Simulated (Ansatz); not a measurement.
A made-up structure of AlBH3O, doublet:

O1  (-1.272, -1.560, -0.395)
B2  (0.605, 1.100, 0.314)
Al3  (-0.500, -0.536, -0.128)
H4  (-0.858, -2.365, -0.728)
H5  (0.786, 1.857, -0.532)
H6  (1.016, 1.185, 1.385)
(Å)

It is relaxed with PBE-D4/def2-SVP and then PBE0-D4/def2-TZVP (Ansatz 0.2.0). Atoms count as bonded within 1.22 times the sum of their covalent radii (H–H: 0.88 Å). The end point is not checked to be a true minimum.

Question: Does its bonding change? (A judgement: the text doesn't fix the answer.)

Answer: Computed: No: no bond forms or breaks.

Where it ends: The first stage lowers the energy by 5.04 eV in 10 steps. It ends as AlBH₃O ([BH2][Al][OH]):
```
6
angstrom
O -1.3099 -1.7646 -0.4636
B 0.6177 1.2366 0.3606
Al -0.2817 -0.4794 -0.1340
H -1.1415 -2.6447 -0.7918
H 0.8268 2.0150 -0.5211
H 1.0652 1.3187 1.4650
```

Labels in which every atom is bracketed show which atoms are joined, not bond orders.

For scale, one of the runs: PBE0-D4/def2-TZVP relaxation, 117 basis functions, launched by `ansatz run in.yaml --threads 2 --pin off --events-out ev --progress --plain --max-ram 4352MiB`. The run took about 53 s on 2 CPU threads of an Arm Neoverse V2 (shared host).
